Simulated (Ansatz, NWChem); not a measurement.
# How methods differ on C2H3F3 (SMILES FCC(F)F)

C2H3F3 has 8 atoms, charge 0, and is taken as a singlet. SMILES: `FCC(F)F`. The shape is that of a PBE0-D4/def2-TZVP optimisation. This is one conformer, not always the lowest.

Each level gives the vertical ionisation energy (to the doublet cation) (eV). The values are calculated.

```csv
level,kind,program,value (eV),less CCSD(T)/def2-SVP,CPU time (all runs)
HF/def2-SVP,Hartree–Fock,Ansatz,13.08,+0.46,11 s
BLYP/def2-SVP,GGA,Ansatz,11.31,-1.31,18 s
CAM-B3LYP/def2-SVP,range-separated hybrid,NWChem,12.42,-0.20,2.3 min
wB97X/def2-SVP,range-separated hybrid,NWChem,12.45,-0.17,3.4 min
B2PLYP/def2-SVP,double hybrid,Ansatz,12.30,-0.32,34 s
RPA@PBE/def2-SVP,RPA,Ansatz,12.11,-0.51,33 s
RPA@PBE0/def2-SVP,RPA,Ansatz,12.43,-0.19,39 s
CCSD(T)/def2-SVP,coupled cluster or CI,Ansatz,12.62,0.00,3.1 min
```

Differences are taken from CCSD(T)/def2-SVP for orientation; it has basis-set and higher-order errors of its own. The values span 11.31 to 13.08 eV. CPU times are rough (shared hosts, several kinds of processor): they show what a rung costs within a factor of a few.
